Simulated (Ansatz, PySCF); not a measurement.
Species: cyclopropane, C$_{3}$H$_{6}$, net charge 0, singlet state. 
Coordinates optimised at B3LYP-D3(BJ)/def2-TZVP (Ansatz, a program for electronic structure):
SMILES: C1CC1
```xyz
9

C      0.0021     0.8680     0.0015
C      0.7506    -0.4358    -0.0075
C     -0.7527    -0.4321     0.0060
H      0.0117     1.4536     0.9108
H     -0.0045     1.4568    -0.9058
H      1.2503    -0.7291    -0.9208
H      1.2665    -0.7323     0.8958
H     -1.2539    -0.7261     0.9183
H     -1.2701    -0.7229    -0.8983
```
Charge 0, spin multiplicity 1.

PBE beside other levels, property by property. Valence correlation only, unless marked. Open shells are spin-unrestricted. No spin-orbit coupling. Non-relativistic. CBS marks a two-point X^-3 extrapolation of the correlation energy; Hartree-Fock from the larger set. The bracket is a focal-point correction in the basis named. Rows marked 298 K are enthalpies with B3LYP-D3(BJ) harmonic zero-point and thermal terms from PySCF. Enthalpies of formation rest on the atoms' values in the G2/97 table (older ones for B and Si), with no core term in the frozen-core levels. The coupled-cluster column (Ansatz) is a level with limits of its own: (a) RI-MP2/CBS(aug-cc-pVTZ,aug-cc-pVQZ)+[CCSD(T)-MP2]/aug-cc-pVTZ; (b) RI-MP2/CBS(cc-pVTZ,cc-pVQZ)+[CCSD(T)-MP2]/cc-pVTZ.

| property | PBE/def2-TZVPD (Ansatz) | B3LYP-D3(BJ)/def2-TZVPD (Ansatz + dftd3) | HSE06/def2-TZVPD (Ansatz) | CCSD(T)/cc-pVTZ (Ansatz) | coupled cluster | measured |
|---|---|---|---|---|---|---|
| enthalpy of formation at 298 K by atomisation (kcal/mol) | -1.0 | 13.1 | 7.3 | 32.5 | 14.3 (a) | 12.8 |
| C-H bond dissociation enthalpy, 298 K, to [CH]1CC1 + H atom (kcal/mol) | 103.2 | 106.0 | 103.9 | 107.8 | 109.2 (b) | - |

Measured values: Active Thermochemical Tables 1.112 (ions: stationary electron), as tabulated in the package chemicals; they hold spin-orbit effects, which all levels lack, and core correlation, which the frozen-core levels lack.

As the rows show:
- enthalpy of formation at 298 K by atomisation: PBE lies 13.8 kcal/mol below the measured value.
- C-H bond dissociation enthalpy, 298 K, to [CH]1CC1 + H atom: PBE lies 6.0 kcal/mol below coupled cluster.
